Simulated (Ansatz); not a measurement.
Born–Oppenheimer molecular dynamics of AlFH$_{3}$N (6 atoms, charge 0, multiplicity 1). It starts from a relaxed structure.

Method: RKS PBE/def2-SVP in Ansatz 0.2.0.

| Quantity | Value |
| --- | --- |
| ensemble | NVE (velocity Verlet) |
| time step | 1 fs |
| steps asked | 150 |
| starting velocities drawn for | 300 K |
| seed | 943057 |

First frame:

```xyz
6
Properties=species:S:1:pos:R:3
Al -0.018 -0.004 0.056
N 0.011 0.000 1.830
H -0.819 -0.071 2.423
H 0.850 0.074 2.409
F 1.452 0.123 -0.751
H -1.363 -0.122 -0.773
```

**Question.** How far do the bonds stretch over the last three quarters of this one trajectory? (Pairs bonded in most of those frames.)

**Answer.** 
| bond | mean (Å) | spread (Å) | shortest | longest |
| --- | --- | --- | --- | --- |
| Al1–N2 | 1.779 | 0.022 | 1.74 | 1.82 |
| Al1–F5 | 1.683 | 0.016 | 1.66 | 1.71 |
| Al1–H6 | 1.589 | 0.035 | 1.54 | 1.64 |
| N2–H3 | 1.025 | 0.019 | 0.99 | 1.06 |
| N2–H4 | 1.026 | 0.017 | 0.99 | 1.06 |

Mean temperature of the second half: 155 K. The conserved energy stayed within 0.68 meV per atom of its start (net change 0.25 meV per atom), so the integration is sound. Over the second half the temperature averaged 0.52 of the 300 K drawn at the start: a run that starts near a minimum puts about half its kinetic energy into the potential. A run of 0.15 ps of so small a system gives no equilibrium averages.

The run took 2.9 min on 1 thread of Arm Neoverse V1 (shared host), peak memory 0.099 GiB.
